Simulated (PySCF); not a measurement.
C3H5N3.
Z-matrix (Å and degrees, PBE0-D3(BJ)/def2-SVP geometry), rows numbered from 1:
```
C 
N   1  1.4409
C   2  1.3630  1  128.08
N   3  1.3061  2  110.59  1  -177.54
N   4  1.3582  3  107.56  2     0.21
C   5  1.3057  4  107.46  3     0.04
H   1  1.0977  2  109.48  3  -159.27
H   1  1.0985  2  110.05  3   -40.44
H   1  1.1008  2  111.42  3    80.46
H   3  1.0896  2  123.37  1     2.84
H   6  1.0896  2  123.27  1    -2.83
```

All values: PBE0/def2-SVPD (PySCF, non-relativistic), on one gas-phase PBE0-D3(BJ)/def2-SVP geometry that isn't relaxed in the solvent. The solvent is an IEF-PCM continuum (cavity from Bondi-type radii × 1.2), and excitations are vertical TDDFT with non-equilibrium linear response and a frozen core. Only the electrostatic response of the medium enters.

```tsv
run	E − E(gas) (kcal/mol)	HOMO (eV)	HOMO–LUMO gap (eV)	dipole (D)	lowest singlet (eV)	static polarisability (au)
gas	0.00	-7.23	7.37	6.22	5.72	53.7
P	-13.01	-7.78	8.01	8.38	6.33	71.8
Q	-9.12	-7.60	7.82	7.73	6.14	65.9
```

Task: The runs were made in chloroform and dimethylsulfoxide. Which run belongs to which solvent?

Result: P = dimethylsulfoxide, Q = chloroform. The dielectric constants are 4.711 (chloroform), 46.83 (dimethylsulfoxide), and the energy falls further as ε rises. The optical constants n² used for the excitations are 2.09, 2.19 in the same order. In this model the ground state sees the solvent through ε alone.

Task: How constant is the ratio of the lowering to (ε − 1)/(2ε + 1)?

Result: 
```json
{"solvent": "chloroform", "(ε − 1)/(2ε + 1)": "0.356", "E − E(gas) (kcal/mol)": "-9.12", "ratio (kcal/mol)": "-25.6", "polarisation term (kcal/mol)": "-11.12"}
{"solvent": "dimethylsulfoxide", "(ε − 1)/(2ε + 1)": "0.484", "E − E(gas) (kcal/mol)": "-13.01", "ratio (kcal/mol)": "-26.9", "polarisation term (kcal/mol)": "-17.14"}
```

The ratio changes by +4.9 % in size from chloroform to dimethylsulfoxide. The polarisation term is half the interaction of the solute with the induced surface charges.
